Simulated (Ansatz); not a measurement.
# CH4Si (triplet): from Hartree-Fock to the top rungs at distance C1–H5 along a hydrogen transfer = 1.298 Å, cc-pVDZ

The task here is to estimate one member of a computed series from the others.

Method: cc-pVDZ, core rule «outside noble gas», up to 6 orbitals frozen; program: Ansatz 0.2.0, Gaussian basis.

Plan: UHF; CCSD(T) on ROHF; CCSD(T) on UHF; BCCD(T) on ROHF; CISD; CCSDT(Q) on ROHF; CCSDT(Q) on UHF; CASSCF and MRCISD+Q, 4 electrons in 4 orbitals; CASSCF and NEVPT2, 4 electrons in 4 orbitals.

2 further runs of the same task are left out: 2 that didn't finish.

**What is computed**

The geometry derives from fragments relaxed apart (PBE0/def2-TZVP) and kept rigid, so it is no stationary point. A hydrogen atom is moved between rigid fragments.

6 atoms, charge 0, spin multiplicity 3.

Atoms are counted from 1 here; the program's logs count them from 0.

Bond lengths: C1–H2 1.090 Å, C1–H3 1.090 Å, C1–H4 1.090 Å, C1–H5 1.298 Å. Angles: H2–C1–H3 109.5°, H2–C1–H4 109.5°, H2–C1–H5 109.5°, H3–C1–H4 109.5°, H3–C1–H5 109.5°, H4–C1–H5 109.5°.

Set-up of the first run:

Contents of in.yaml:

```yaml
crystal:
  periodic: [false, false, false]
  atoms:
    - {symbol: C, position_ang: [-2.078969, 0.000000, 0.000000]}
    - {symbol: H, position_ang: [-2.442175, 1.027301, 0.000000]}
    - {symbol: H, position_ang: [-2.442175, -0.513650, 0.889668]}
    - {symbol: H, position_ang: [-2.442175, -0.513650, -0.889669]}
    - {symbol: H, position_ang: [-0.780969, 0.000000, 0.000000]}
    - {symbol: Si, position_ang: [1.180031, 0.000000, 0.000000]}
basis:
  gaussian: {orbitals: cc-pVDZ}
magnetization: {spin_polarized: true, initial_magnetization: 2}
hamiltonian: {xc: hf}
output: {orbitals: {seedname: orbitals}}
```

Launch:

```sh
$ ansatz run in.yaml --threads 1 --pin off --events-out ev --progress --plain --max-ram 2393MiB
```

Among the steps run: UHF; CCSD(T) on ROHF; CCSD(T) on UHF; BCCD(T) on ROHF; CISD; CCSDT(Q) on ROHF; CCSDT(Q) on UHF; CASSCF and MRCISD+Q, 4 electrons in 4 orbitals; CASSCF and NEVPT2, 4 electrons in 4 orbitals.

One of the session's tables, all rows but one given; the rest of the session is left out.

It belongs to the step «Misses and costs». 

| method | from UCCSDT(Q) (meV) |
| --- | --- |
| ROHF | +7304.6 |
| UHF | +7187.9 |
| RMP2 | +1347.2 |
| UMP2 | +1343.3 |
| CISD | +827.7 |
| RCCSD | ? |
| UCCSD | +204.6 |
| RCCSD(T) | +34.2 |
| UCCSD(T) | +33.5 |
| BCCD(T) | +33.8 |
| RCCSDT | +8.0 |
| UCCSDT | +7.8 |
| RCCSDT(Q) | +0.3 |
| UCCSDT(Q) | 0 |
| CASSCF pair | +6732.2 |
| MRCISD pair | +715.9 |
| MRCISD+Q pair | +45.6 |

Q: Estimate the row for RCCSD from the others.

As computed: from UCCSDT(Q) (meV): +208.0. In the column «from UCCSDT(Q) (meV)» it lies between UCCSD (+204.6) and MRCISD pair (+715.9).

Not comparable, so not listed: CASSCF and NEVPT2, 4 electrons in 4 orbitals (they don't share determinant, frozen orbitals or solution with the rows shown, or repeat one).

Caveats from the session: Restricted and unrestricted rows rest on different reference determinants; where their highest levels disagree by more than a few hundredths of an eV, they describe different states and don't form one ladder. Warnings in the runs' records: passed over end.
